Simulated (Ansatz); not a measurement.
A nudged elastic band was laid between two geometries of C₂H₇Al (10 atoms, charge 0, multiplicity 1).

All numbers below come from RKS BLYP-D4/def2-SVPD in Ansatz.

| Property | Result |
| --- | --- |
| movable images | 9 |
| climbing image | yes |
| spring | 5.0 eV/Å² |
| optimiser | quadratic models (default) |
| start path | through a guess of the saddle point |
| force threshold | 0.05 eV/Å |
| iteration limit | 60 |
| end points | relaxed |

Initial state:

```xyz
10
Properties=species:S:1:pos:R:3
Al 0.504 0.050 -0.163
C 0.926 -0.022 1.765
H 0.036 -0.139 2.416
H 1.621 -0.857 1.998
H 1.453 0.901 2.091
H 1.709 0.165 -1.209
C -1.365 -0.011 -0.793
H -1.847 -0.972 -0.509
H -1.976 0.781 -0.307
H -1.478 0.103 -1.888
```

Final state:

```xyz
10
Properties=species:S:1:pos:R:3
Al 0.335 0.779 -1.691
C 1.182 -0.193 1.608
H 0.178 -0.649 1.660
H 1.749 -0.432 2.524
H 1.084 0.904 1.517
H 1.727 -0.591 0.732
C -1.397 0.144 -0.863
H -1.352 -0.924 -0.553
H -1.676 0.727 0.043
H -2.247 0.234 -1.577
```

(1) Which bonds break or form, and what moves?

(2) Give the energies along the band, and the barrier.

(3) What is the geometry of the highest image?

## Answers

(1) Bonds broken: Al1–C2, Al1–H6. Bonds formed: C2–H6. C2H7Al becomes CH3Al + CH4.

(2) It converged. The highest image is number 6 of 0 to 10, 2.82 eV above the first end and 1.99 eV above the last; the last end lies 0.82 eV above the first. Neighbouring images differ by up to 1.4 eV, so the band resolves the path poorly. A vibrational analysis at the climbing image gives one clearly imaginary mode, 1069i cm⁻¹: a first-order saddle point. The orbitals stay closed-shell, which can raise the energy where a bond breaks towards radicals; this wasn't checked here.

```tsv
image	path coordinate (Å)	energy (eV)	Al1–C2 (Å)	Al1–H6 (Å)	C2–H6 (Å)
0	0.00	0.00	1.97	1.60	3.08
1	0.62	0.00	1.97	1.60	3.09
2	1.23	0.00	1.98	1.60	3.10
3	1.85	0.03	1.97	1.60	3.10
4	2.47	0.32	1.94	1.59	2.85
5	3.08	1.43	2.00	1.55	2.33
6	3.70	2.82	2.35	1.59	1.82
7	4.35	1.39	2.64	1.91	1.21
8	5.00	0.84	3.25	2.49	1.11
9	5.65	0.82	3.57	3.00	1.11
10	6.29	0.82	3.54	3.11	1.11
```

(3) 
```xyz
10
Properties=species:S:1:pos:R:3
Al 0.655 -0.080 -0.882
C 0.891 -0.064 1.454
H 0.144 -0.834 1.733
H 1.828 -0.222 2.015
H 0.507 0.959 1.649
H 1.971 -0.248 -0.003
C -1.314 0.106 -0.691
H -1.701 -0.819 -0.215
H -1.554 0.949 -0.011
H -1.843 0.253 -1.649
```

Run time: 3 min on 4 threads of Arm Neoverse V2, on a shared host, peak memory 0.15 GiB.
